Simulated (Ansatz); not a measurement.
## CH3F, SMILES CF: the interaction energy of a dimer with the counterpoise correction, step by step

Program: Ansatz's Python interface.

Run as a notebook:

In [1]:
```python
from dataclasses import dataclass

import ansatz
```

In [2]:
```python
@dataclass
class Options:
    basis: str = "def2-SVPD"
    xc: str = "B3LYP"
    vdw: str = "d3bj"
```

In [3]:
```python
settings = Options()
```

In [4]:
```python
FIRST = [
    ("C", (-0.058, 0.0376, 0.0089)),
    ("F", (1.0765, -0.699, -0.1659)),
    ("H", (-0.9129, -0.636, -0.0597)),
    ("H", (-0.0955, 0.793, -0.7767)),
    ("H", (-0.0101, 0.5043, 0.9934)),
]
SECOND = [
    ("C", (0.6921, 3.1784, 1.0064)),
    ("F", (0.1055, 3.558, -0.1649)),
    ("H", (0.7951, 4.0631, 1.6358)),
    ("H", (1.6686, 2.7524, 0.7735)),
    ("H", (0.0493, 2.4369, 1.4821)),
]
```

In [5]:
```python
def energy(atoms, ghosts=()):
    molecule = ansatz.Crystal.molecule()
    for symbol, xyz in atoms:
        molecule = molecule.atom(symbol, xyz)
    calc = (
        molecule.calculation()
        .basis(gaussian=settings.basis)
        .functional(settings.xc, dispersion=settings.vdw)
    )
    deck = calc.input()
    if ghosts:
        deck = deck.set(ansatz.key.basis.gaussian.ghost_atoms, [{"symbol": s, "position_ang": list(xyz)} for s, xyz in ghosts])
    return ansatz.Session.from_dict(deck).plan().execute().report["free_energy_ev"]
```

In [6]:
```python
# ghost atoms carry the functions of the partner
both = energy(FIRST + SECOND)
alone = energy(FIRST) + energy(SECOND)
ghosted = energy(FIRST, SECOND) + energy(SECOND, FIRST)
print(f"dimer {both:.6f} eV")
print(f"interaction, uncorrected   {(both - alone):8.3f} eV")
print(f"interaction, counterpoise  {(both - ghosted):8.3f} eV")
print(f"basis-set superposition    {(alone - ghosted):8.3f} eV")
```
```text
dimer -7600.147403 eV
interaction, uncorrected     -0.023 eV
interaction, counterpoise     0.007 eV
basis-set superposition       0.030 eV
```

Uncorrected it is -0.023 eV, with the counterpoise correction 0.007 eV; the difference, 0.030 eV, is the superposition error. The sign changes with the correction, so this basis doesn't settle it.

What to keep in mind:
- Total energies depend on the basis set; only differences at equal settings carry meaning.
- The dimer is a generated trial pose of unrelaxed monomers, not a minimum, so the figure is no binding energy, and the basis set is small.
- b3lyp holds the VWN-RPA fit, as in Gaussian; the form of ORCA and Turbomole is b3lyp5.
- Run time: 12 s on 1 thread of Arm Neoverse V1, on a shared host, peak memory 0.27 GiB.
